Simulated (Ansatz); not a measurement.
Relaxed structures of C2H5N, singlet (PBE0-D4/def2-TZVP; forces vanish, vibrations not checked; lower isomers may exist, and structures with a doubtful reference or unclear bonds are left out; Å). Program: Ansatz 0.2.0. Basis: def2-TZVPP. Cores are frozen in the correlated methods.

(1) Rank them by CCSD(T) energy, lowest first, and give each one's height above the lowest. Links in brackets join atoms within 1.22 times the sum of their covalent radii (1.1 for two metals). (Judge from chemistry; the value comes from the calculation.)
A.
C₂H₅N (C=CN)
```
8
angstrom
C -0.1983 0.7394 -0.2772
C 0.7187 -0.1306 0.1440
N 0.4854 -1.3816 0.6799
H 0.1048 1.6626 -0.7495
H 1.1823 -1.7215 1.3206
H -1.2614 0.5474 -0.1794
H 1.7740 0.0982 0.0236
H -0.4541 -1.5511 1.0026
```
B.
C₂H₅N (CC=N)
```
8
angstrom
C -0.4712 0.5919 -0.3160
C 0.6631 -0.1710 0.2843
N 0.6978 -1.3950 0.5936
H -0.1684 1.0328 -1.2707
H -1.3423 -0.0454 -0.4802
H -0.7567 1.4228 0.3364
H 1.5719 0.4097 0.4765
H -0.1942 -1.8457 0.3761
```
C.
a complex of C₂H₂ (C#C) + NH₃
```
8
angstrom
C 1.1519 -2.2178 0.9926
C 0.6412 -1.2270 0.5500
N -0.7669 1.4735 -0.6603
H -0.2186 1.8845 -1.4063
H -1.6846 1.2742 -1.0398
H -0.8861 2.1861 0.0495
H 0.1818 -0.3372 0.1523
H 1.6051 -3.0972 1.3855
```
D.
C₂H₅N ([CH3][C][NH2])
```
8
angstrom
C -0.4335 0.5432 -0.2905
C 0.7980 -0.0937 0.2470
N 0.6255 -1.3623 0.4755
H -0.1960 1.0091 -1.2515
H -1.3029 -0.1278 -0.4202
H -0.7161 1.3696 0.3685
H 1.3789 -1.9237 0.8429
H -0.2533 -1.8630 0.3058
```

No T1 diagnostic of these runs exceeds 0.016.

Results:

(1) By the calculation: B (0.0 kJ/mol), A (14.1 kJ/mol), C (138.4 kJ/mol), D (143.6 kJ/mol). Heights count from the lowest.

For scale, one of the runs: CCSD(T)/def2-TZVPP, 163 basis functions, launched by `ansatz run in.yaml --threads 2 --pin off --events-out ev --progress --plain --max-ram 4352MiB`. Time: 18 s of wall clock on 2 CPU threads of an Arm Neoverse V2; the host was shared. Peak host memory: 1.3 GiB.
